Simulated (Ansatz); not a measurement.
(H3Si)2NH (Si2NH7), relaxed as a singlet with RKS B3LYP-D4/def2-TZVP in Ansatz, starting from the GFN2-xTB geometry. Force threshold 0.02 eV/Å.

Start:

Cartesian coordinates in Å:
```
Si 1.366 0.562 0.526
H 2.695 0.201 0.033
H 1.019 1.949 0.225
H 1.288 0.336 1.975
N 0.255 -0.441 -0.346
Si -1.472 -0.339 -0.418
H -1.877 -1.256 -1.485
H -1.809 1.050 -0.721
H -2.099 -0.735 0.850
H 0.634 -1.327 -0.639
```

(1) Estimate the energy that the relaxation releases and the steps that it takes.

(2) Does the start keep its bonding and symmetry?

(3) Predict the relaxed structure.

Answers

(1) 1.5 kcal/mol, in 10 steps; 5.5 s on 4 threads of AMD EPYC 9R45 on a shared host. The force fell under the threshold at step 7, but the optimiser went on. No frequencies were taken in this run, so the end may be a saddle point.

(2) By distances, no bond broke or formed. The bond that changes most is Si1–H2, from 1.46 to 1.48 Å (atoms count from 1). Point group Cs at the start, Cs at the end, both within 0.05 Å.

(3) 
```csv
atom,x (Å),y (Å),z (Å)
Si1,1.383,0.557,0.485
H2,2.667,0.396,-0.241
H3,0.834,1.911,0.255
H4,1.675,0.402,1.933
N5,0.217,-0.583,-0.095
Si6,-1.458,-0.346,-0.461
H7,-1.811,-1.031,-1.728
H8,-1.684,1.111,-0.588
H9,-2.362,-0.877,0.592
H10,0.540,-1.541,-0.152
```
Bond lengths: 2 × N–Si 1.73 Å; 6 × H–Si 1.48 to 1.49 Å; 1 × H–N 1.01 Å.
